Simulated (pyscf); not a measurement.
Four-centre exchange: F–B(F)–F (SMILES FB(F)F) + H₂O (SMILES O) -> HF (SMILES F) + HO–B(F)–F (SMILES OB(F)F)

Gas phase, singlet surface, charge 0. Bonds broken: F1–B2, O5–H6. Bonds formed: F1–H6, B2–O5. Single points on ωB97X-D3(BJ)/def2-SVP structures (PySCF, gas phase). Correlated levels are frozen-core, on RHF or UHF. ΔMP2 is the change of the MP2 total energy from the triple- to the quadruple-zeta basis.

Transition state (Å):

```xyz
7

F     -0.1534     0.5384     1.3406
B     -0.2373     0.0545    -0.2353
F      0.9616     0.2427    -0.7844
F     -1.3114     0.6294    -0.7976
O     -0.4839    -1.3180     0.3077
H     -0.3806    -0.5582     1.3288
H     -1.3784    -1.6273     0.1101
```

One imaginary mode, 1011i cm⁻¹; descent along it reached the two sides named, in the forms told below.

```csv
bond,change,reactant side (Å),saddle,product side
F1–B2,breaks,1.357,1.651,2.598
O5–H6,breaks,0.969,1.277,1.993
F1–H6,forms,2.320,1.120,0.930
B2–O5,forms,1.785,1.496,1.364
```

Electronic energies relative to the separated reactants (kcal/mol):

| level | barrier | reaction energy | reverse barrier |
|---|---|---|---|
| ωB97X-D3(BJ)/def2-TZVP | 15.6 | +2.3 | 13.3 |
| PBE/def2-TZVP | 11.9 | +2.3 | 9.5 |
| r²SCAN/def2-TZVP | 12.3 | +2.7 | 9.6 |
| B3LYP-D3(BJ)/def2-TZVP | 16.5 | +2.4 | 14.1 |
| PBE0-D3(BJ)/def2-TZVP | 13.2 | +1.9 | 11.3 |
| M06-2X/def2-TZVP | 13.8 | +2.0 | 11.8 |
| ωB97M-D3(BJ)/def2-TZVP | 15.2 | +2.3 | 12.8 |
| HF/def2-TZVP | 31.3 | +3.4 | 27.8 |
| MP2/def2-QZVPP | 17.0 | +2.0 | 15.0 |
| CCSD/def2-TZVPP | 19.3 | +2.5 | 16.7 |
| CCSD(T)/def2-TZVPP | 16.9 | +2.4 | 14.5 |
| CCSD(T)/def2-TZVPP + ΔMP2(QZVPP) | 17.9 | +2.3 | 15.6 |

With CCSD(T)/def2-TZVPP + ΔMP2(QZVPP) energies and thermal terms (ideal gas, 1 atm, RRHO with modes under 100 cm⁻¹ raised to 100, one conformer, R ln 2 for rigid chiral ones), in kcal/mol:

| T (K) | ΔH‡ | ΔG‡ | ΔH | ΔG |
|---|---|---|---|---|
| 298 | 16.8 | 26.9 | +2.3 | +2.1 |
| 600 | 16.8 | 37.2 | +2.7 | +1.8 |
| 900 | 17.4 | 47.3 | +3.1 | +1.3 |
| 1200 | 18.1 | 57.2 | +3.5 | +0.7 |

On the reactant side the descent ends in an adduct with a B–O contact, 10.3 kcal/mol under the separated species and 25.9 kcal/mol under the saddle at ωB97X-D3(BJ)/def2-TZVP. What is counted as formed (B–O) is already present as a longer contact in the reactant adduct; forming that adduct is a step of its own. One saddle was located; it need not be the lowest between these sides. The CCSD(T) − MP2 part came from Ansatz, without density fitting, on the same reference.
